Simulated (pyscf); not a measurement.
A first-order saddle from PySCF, ωB97X-D3(BJ)/def2-SVP:

```xyz
7

In    -1.3761    -0.7389    -0.1870
C      0.3617     0.2500    -0.9881
H      0.8217     0.8667    -0.2006
H      0.0997     0.8867    -1.8464
H      1.0940    -0.5047    -1.3170
Cl    -1.0937    -1.1864     2.4703
H     -2.2340    -1.4513     1.2103
```
Charge 0, spin multiplicity 1.

Surface: singlet, charge 0. Lowest wavenumbers (cm⁻¹): 1142i, 7, 94, 262, 443.

Q: What reaction is this the transition state of?

A: H₃C–In [singlet] + hydrogen chloride (HCl) ⇌ H₃C–InH–Cl, an insertion read from left to right: Cl–H broken and Cl–In, H–In formed. At CCSD(T)/def2-TZVPP + ΔMP2(QZVPP) it lies +0.64 eV from the left side and +1.93 eV from the right (each side as separated species at their lowest minima found). On the reactant side the descent ends in a complex, 0.20 eV under the separated species and 0.78 eV under the saddle at ωB97X-D3(BJ)/def2-TZVP. The same reactants have a lower exit, to Cl–In [singlet] + CH₄ (barrier -0.07 eV at ωB97M-D3(BJ)/def2-TZVP, against +0.71 eV here). One saddle was located; it need not be the lowest between these sides. The CCSD(T) − MP2 part came from Ansatz, without density fitting, on the same reference. The frozen core leaves the outer d or s,p core shells of the metals and heavy elements correlated in the MP2 and CC values, and def2-TZVPP describes them poorly, which can shift differences by a few kcal/mol. Elements past Kr carry the def2 core potentials, without spin-orbit coupling.
